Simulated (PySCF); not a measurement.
# C2F3N (Acetonitrile, trifluoro-): the cost of one run

The runs use PySCF 2.14.0, with density-fitted response routines of our own; the level of theory stands in each step. All values are computed, except where a source is named. Atoms count from 0, in the outputs and in this text.

### 1 Starting geometry

6 atoms, charge 0, multiplicity 1; geometry from: GFN2-xTB. The atoms were then displaced at random by about 0.01 Å, so the start is not that level's minimum.

Bonds of the start (Å): N0–C1 1.16, C1–C2 1.49, C2–F3 1.32, C2–F4 1.33, C2–F5 1.32.

### 2 Relaxing the molecule at PBE0-D3(BJ)/def2-TZVP

The job: settings as JSON, then the geometry in Å.

```
{"job": {"xc": "PBE0", "basis": "def2-TZVP", "d3": "d3bj", "grid": 2, "shake": 0.01, "kind": "geom"}, "charge": 0, "multiplicity": 1}
N      2.194640    -0.064610    -0.038800
C      1.030540    -0.022780    -0.024500
C     -0.460620     0.005820    -0.004360
F     -0.880970     1.095680    -0.616890
F     -0.902440     0.014920     1.247770
F     -0.956980    -1.059040    -0.607870
```

The run is started by

```bash
$ OMP_NUM_THREADS=1 python probes_run.py task.json out
```

This one command runs all jobs of the session in turn.

Q: Estimate the wall time and peak memory of this first job on 1 thread of Arm Neoverse V1, shared host.

About 70 s, with a peak of 0.69 GiB.
